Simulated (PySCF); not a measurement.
These are PBE-D3(BJ)/def2-TZVP // PBE0-D3(BJ)/def2-TZVP (PySCF) values and carry that method's errors. Gas-phase values, no solvent. 

Reference species (SMILES): `C` (neutral, multiplicity 1).

```
Item             Result
-------------  --------
HOMO           -9.44 eV
HOMO–LUMO gap  10.36 eV
```

Changed species: `[BeH2]`.

Give the shifts of the HOMO and HOMO–LUMO gap.

the HOMO rises by 1.98 eV, to -7.46 eV; the HOMO–LUMO gap falls by 4.48 eV, to 5.88 eV.
